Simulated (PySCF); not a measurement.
H2N, SMILES [NH2], multiplicity 2. The structure is a stationary point at PBE-D3(BJ)/def2-TZVPD. The isomer is the one that the SMILES or the coordinates give; other isomers of the formula were not compared.

Problem. Give the equilibrium geometry at PBE-D3(BJ)/def2-TZVPD (PySCF confirms it by a frequency run) as Cartesian coordinates in Å, and its point group. (Estimate from the structure and the level; the computed values follow.)

Solution. point group C2v.
```xyz
3

N      0.0000     0.0000    -0.1446
H      0.0000    -0.8087     0.5061
H      0.0000     0.8087     0.5061
```
Charge 0, spin multiplicity 2.
